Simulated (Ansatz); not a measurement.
Predict the output of the script below (Ansatz 0.2.0, Python API).

`composite_c2h3o.py`
```python
"""Relax C2H3O cheaply, then refine its energy."""

import itertools
import warnings

import ansatz as az
from ase.data import atomic_numbers, covalent_radii
import numpy as np


def main() -> None:
    warnings.simplefilter("ignore", az.DeckWarning)

    system = (
        az.Crystal.molecule()
        .atom("C", (-0.7962, -0.2952, -0.2261))
        .atom("C", (0.3596, 0.3234, 0.3014))
        .atom("O", (0.0526, -1.0688, 0.3514))
        .atom("H", (-0.9228, -0.6202, -1.2439))
        .atom("H", (1.0973, 0.6672, -0.4303))
        .atom("H", (0.2515, 0.9297, 1.2012))
    )

    calculation = (
        system.calculation()
        .basis(gaussian="def2-SVP")
        .functional("B3LYP", dispersion="d3bj")
        .spin("collinear", total=1)
    )
    symbols = [site.symbol for site in system.cartesian_sites]
    start = np.array([site.position_ang for site in system.cartesian_sites], dtype=float)
    r = calculation.relax(force_tolerance=0.01, max_steps=100).run().report
    end = np.array(r["positions_ang"])
    # pairs closer than 1.2 times the sum of covalent radii, before or after
    radius = [covalent_radii[atomic_numbers[s]] for s in symbols]
    span = lambda where, i, j: np.linalg.norm(where[i] - where[j])
    bonded = [(i, j) for i, j in itertools.combinations(range(len(symbols)), 2) if min(span(start, i, j), span(end, i, j)) < 1.2 * (radius[i] + radius[j])]
    print("pair        before    after (A)")
    for i, j in bonded:
        print(f"{symbols[i]}{i}-{symbols[j]}{j}".ljust(10), f"{span(start, i, j):8.4f} {span(end, i, j):8.4f}")
    for first, second in list(itertools.combinations(bonded, 2)):
        shared = set(first) & set(second)
        if shared and symbols[(j := shared.pop())] != "H":
            i, k = sorted((set(first) | set(second)) - {j})
            u, v = end[i] - end[j], end[k] - end[j]
            angle = np.degrees(np.arccos(np.clip(u @ v / np.linalg.norm(u) / np.linalg.norm(v), -1, 1)))
            print(f"final angle {symbols[i]}{i}-{symbols[j]}{j}-{symbols[k]}{k}: {angle:.2f} deg")

    minimum = az.Crystal.molecule()
    for symbol, place in zip(symbols, end):
        minimum = minimum.atom(symbol, place.tolist())
    at_minimum = minimum.calculation().spin("collinear", total=1)
    # MP2 extrapolated to the basis limit, plus the small-basis difference CCSD(T) - MP2
    level = lambda method, basis: at_minimum.basis(gaussian=basis).correlation(method).run().report
    small, large, cluster = level("mp2", "cc-pVDZ"), level("mp2", "cc-pVTZ"), level("ccsd_t", "cc-pVDZ")
    corr = lambda each: (each["free_energy_ev"] - each["reference_energy_ev"]) / 27.211386246
    mp2_limit = (27 * corr(large) - 8 * corr(small)) / 19
    pieces = {"HF / cc-pVTZ": large["reference_energy_ev"] / 27.211386246, "MP2 correlation, DZ-TZ limit": mp2_limit, "CCSD(T) - MP2 / cc-pVDZ": corr(cluster) - corr(small)}
    for name, value in pieces.items():
        print(f"{name:32s} {value:14.6f} Ha")
    print(f"{'sum':32s} {sum(pieces.values()):14.6f} Ha")
    print("T1 diagnostic", round(cluster["correlation"]["coupled_cluster"]["t1_diagnostic"], 4))


if __name__ == "__main__":
    main()
```

```console
$ python composite_c2h3o.py
pair        before    after (A)
C0-C1        1.4131   1.4528
C0-O2        1.2855   1.3596
C0-H3        1.0759   1.0986
C1-O2        1.4265   1.4611
C1-H4        1.0944   1.0981
C1-H5        1.0904   1.0970
final angle C1-C0-O2: 62.50 deg
final angle C1-C0-H3: 132.34 deg
final angle C0-C1-O2: 55.62 deg
final angle C0-C1-H4: 121.71 deg
final angle C0-C1-H5: 119.73 deg
final angle O2-C0-H3: 122.01 deg
final angle C0-O2-C1: 61.88 deg
final angle O2-C1-H4: 114.00 deg
final angle O2-C1-H5: 115.00 deg
final angle H4-C1-H5: 115.55 deg
HF / cc-pVTZ                        -152.285203 Ha
MP2 correlation, DZ-TZ limit          -0.585566 Ha
CCSD(T) - MP2 / cc-pVDZ               -0.041192 Ha
sum                                 -152.911961 Ha
T1 diagnostic 0.0205
```

What to keep in mind:
- Total energies depend on the basis set; only differences at equal settings carry meaning.
- The sum leaves out core correlation, relativity, the Hartree-Fock basis error and zero-point energy; a DZ-TZ extrapolation is rough.
- The run takes the species as open-shell (spin multiplicity 2), which needn't be its ground state.
- b3lyp holds the VWN-RPA fit, as in Gaussian; the form of ORCA and Turbomole is b3lyp5.
- Inner cores stay frozen, so this is valence correlation.
- An extrapolation from small basis sets is rough.
- Wall time of the script: 17 s on 1 thread of Arm Neoverse V2, with other jobs on the host, peak memory 0.3 GiB.
